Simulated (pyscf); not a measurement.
[O=Sn–OH]• + H₂O → O=Sn(OH)–OH + H• (substitution at O; doublet surface; H–O broken, O–Sn formed). PySCF, gas phase, ωB97X-D3(BJ)/def2-SVP geometries. Energies in kcal/mol from the separated reactants.

```
level                   barrier  reaction energy
----------------------  -------  ---------------
PBE/def2-TZVP               ___              ___
r²SCAN/def2-TZVP           47.4            +47.4
B3LYP-D3(BJ)/def2-TZVP     53.7            +53.1
PBE0-D3(BJ)/def2-TZVP      53.0            +48.9
M06-2X/def2-TZVP           54.7            +45.5
HF/def2-TZVP                ___            +71.0
```

Complete the blanks.


- PBE/def2-TZVP, barrier: 42.3
- PBE/def2-TZVP, reaction energy: +43.6
- HF/def2-TZVP, barrier: 91.6

On the reactant side the descent ends in a complex (not fully relaxed), 6.1 kcal/mol under the separated species and 63.9 kcal/mol under the saddle at ωB97X-D3(BJ)/def2-TZVP. At PBE this geometry lies under the product side: in single points on another level's saddle the reverse barrier vanishes, and the forward threshold there is about the reaction energy. This is the saddle that the search found; another between the same sides may lie lower. The angle at the attacked O is 151°. Elements past Kr carry the def2 core potentials, without spin-orbit coupling.
